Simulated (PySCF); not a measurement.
Deuteron quadrupole couplings in `C#C[PH2+]C(C)C`

Species: C₅H₁₀P (charge +1).
Geometry (GFN2-xTB, Å), atoms numbered from 1 in this order:
```
atom  x, y, z in Å
C1     3.3001   -0.8731    0.1014
C2     2.1167   -0.9816    0.2954
P3     0.4057   -1.1182    0.5566
C4    -0.5651    0.2152   -0.2395
C5    -0.1137    1.5594    0.3321
C6    -2.0501   -0.0623   -0.0039
H7     4.3393   -0.7876   -0.0624
H8     0.1978   -1.1079    1.9169
H9     0.0173   -2.3631    0.1153
H10   -0.3431    0.1772   -1.3145
H11   -0.6640    2.3624   -0.1522
H12    0.9485    1.7295    0.1602
H13   -0.3113    1.6184    1.4018
H14   -2.6417    0.7148   -0.4823
H15   -2.3534   -1.0191   -0.4271
H16   -2.2905   -0.0552    1.0583
```

Level: PBE0/pcSseg-1 (PySCF, non-relativistic); Q(2H) = 0.00286 b; rigid geometry, the same for H and D, with no vibrational averaging.

**Question.** Rank these positions by the coupling χzz of a deuteron there, largest first.
A. H9 (P–H hydrogen)
B. H10 (methine hydrogen)
C. H16 (methyl hydrogen)
D. H7 (alkyne hydrogen)

**Answer.** D (246 kHz), C (205 kHz), B (189 kHz), A (133 kHz).

**Question.** Tabulate Vzz, the asymmetry η and χzz = 234.96 MHz × Q × Vzz for every hydrogen position.

**Answer.** 
```tsv
atom	bonded to	bond length (Å)	Vzz (au)	η	χzz (kHz)
H7	C1	1.055	0.3660	0.00	246
H8	P3	1.376	0.1996	0.02	134
H9	P3	1.377	0.1986	0.02	133
H10	C4	1.098	0.2819	0.05	189
H11	C5	1.087	0.3085	0.04	207
H12	C5	1.089	0.3035	0.05	204
H13	C5	1.089	0.3042	0.05	204
H14	C6	1.088	0.3076	0.04	207
H15	C6	1.089	0.3046	0.05	205
H16	C6	1.089	0.3043	0.05	205
```

**Question.** Average by the element that carries the hydrogen.

**Answer.** on C: 208 kHz over 8 positions, mean bond length 1.086 Å; on P: 134 kHz over 2 positions, mean bond length 1.376 Å.

**Question.** How does χzz go with the bond length over the 8 C–H bonds?

**Answer.** A straight-line fit has a slope of -12.7 kHz for each 0.01 Å, with a correlation coefficient of -1.00, over lengths from 1.055 to 1.098 Å. The longer bonds have the smaller couplings here.

**Question.** A static deuteron (I = 1) shows a doublet split by (3/2)χ, (3/4)χ(1 + η) and (3/4)χ(1 − η) with the field along z, y and x of the gradient. What are these for H9?

**Answer.** With |χ| = 133.5 kHz and η = 0.020: 200, 102 and 98 kHz, to first order and without motion.

One conformer (not necessarily the lowest) at the GFN2-xTB geometry, without solvent, vibrations or thermal averaging. GFN2-xTB bond lengths can be off by several hundredths of an ångström, more for odd bonds, and the gradients follow them. With a basis this small, the couplings can be 20 % off.
